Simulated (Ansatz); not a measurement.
A run of Ansatz (development build ahead of 0.2.0) on triplet C4H8 at this shape:

```xyz
12

C     0.3865   -0.9451   -0.3602
C    -0.5576   -0.5071    0.7774
C    -0.5573    0.9118    0.1742
C     0.7284    0.5404   -0.5913
H    -0.1741   -1.3667   -1.2096
H     1.2087   -1.6350   -0.1156
H    -0.0494   -0.5300    1.7544
H    -1.5224   -1.0271    0.8803
H    -0.5214    1.7690    0.8640
H    -1.4068    1.0586   -0.5116
H     0.8351    0.8932   -1.6287
H     1.6303    0.8381   -0.0332
```

Its results:

```json
{
 "Converged": "yes",
 "Reference energy": "-155.62180 hartree",
 "Correlation energy": "-0.56507 hartree",
 "Total energy": "-156.18687 hartree",
 "Spin squared of the determinant": "2.012",
 "Stability test": "minimum"
}
```

Forces (eV/Å):
| atom | Fx | Fy | Fz |
| --- | --- | --- | --- |
| C1 | 1.728 | -5.449 | -3.355 |
| C2 | 6.280 | 9.455 | -0.177 |
| C3 | -3.931 | 1.452 | 5.087 |
| C4 | 0.299 | -2.274 | 4.898 |
| H5 | 0.502 | 0.294 | -0.256 |
| H6 | -0.269 | -0.227 | 0.106 |
| H7 | 0.712 | 0.655 | -0.418 |
| H8 | -3.128 | -2.682 | -2.938 |
| H9 | 0.533 | 0.276 | -0.519 |
| H10 | -0.340 | -0.365 | -0.890 |
| H11 | -1.839 | -0.537 | -2.204 |
| H12 | -0.549 | -0.598 | 0.664 |

(1) Which input gives this output? Name the method, the orbitals and the basis set, and write the input.

## Answers

(1) UHF-MP2 in def2-SVP.

```yaml
crystal:
  periodic: [false, false, false]
  atoms:
    - { symbol: C, position_ang: [0.3865, -0.9451, -0.3602] }
    - { symbol: C, position_ang: [-0.5576, -0.5071, 0.7774] }
    - { symbol: C, position_ang: [-0.5573, 0.9118, 0.1742] }
    - { symbol: C, position_ang: [0.7284, 0.5404, -0.5913] }
    - { symbol: H, position_ang: [-0.1741, -1.3667, -1.2096] }
    - { symbol: H, position_ang: [1.2087, -1.635, -0.1156] }
    - { symbol: H, position_ang: [-0.0494, -0.53, 1.7544] }
    - { symbol: H, position_ang: [-1.5224, -1.0271, 0.8803] }
    - { symbol: H, position_ang: [-0.5214, 1.769, 0.864] }
    - { symbol: H, position_ang: [-1.4068, 1.0586, -0.5116] }
    - { symbol: H, position_ang: [0.8351, 0.8932, -1.6287] }
    - { symbol: H, position_ang: [1.6303, 0.8381, -0.0332] }
basis:
  gaussian: { orbitals: def2-SVP }
magnetization:
  spin_polarized: true
  initial_magnetization: 2
hamiltonian:
  xc: hf
correlation:
  method: mp2
  frozen_orbitals: { C: 1, H: 0 }
output:
  forces: true
```

Caution: another spin multiplicity may lie lower; MP2 forces lie far from those of the mean fields; the determinant breaks the point group.
